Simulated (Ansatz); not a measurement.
## InP, pressure series

Take InP in the zinc blende structure (space group F-43m, No. 216) as the base.

```xyz
2
Lattice="0.0000 2.9798 2.9798 2.9798 0.0000 2.9798 2.9798 2.9798 0.0000" Properties=species:S:1:pos:R:3 pbc="T T T"
P      4.4696     4.4696     4.4696
In     0.0000     0.0000     0.0000
```

Cell and atoms are relaxed at each pressure.

Computed with PBE (Ansatz, an electronic-structure program), spin-orbit coupling left out.

```tsv
pressure (GPa)	volume per atom (Å³/atom)
-2	27.448
-1	26.926
0	26.457
3	25.285
7	24.074
15	?
30	20.172
50	18.340
75	16.799
```

Question: Fit the third-order Birch–Murnaghan form P(V) = (3B₀/2)[(V₀/V)^(7/3) − (V₀/V)^(5/3)]·[1 + (3/4)(B₀′ − 4)((V₀/V)^(2/3) − 1)] (squares taken in P) to the rows shown and predict the withheld row.

Answer: Least squares on the printed values gives V₀ = 26.457 Å³/atom, B₀ = 61.4 GPa, B₀′ = 4.3; this predicts 22.335 Å³/atom, and the run gives 22.318 Å³/atom, 0.017 lower.

Measured bulk modulus of InP: 72 GPa (static lattice; corrected from measurement; as listed in Daniel Mejia-Rodriguez, S. B. Trickey, Phys. Rev. B (2018)); the computed value is 15 % below it.

Load acts through the strain it causes; cell and atoms are relaxed under it. No phonon test of stability was made. Measured, InP leaves this structure (for rock salt) near 9.8 GPa (temperature not stated; as listed in Datta, Sujoy, Jana, Debnarayan, arXiv (2020)).
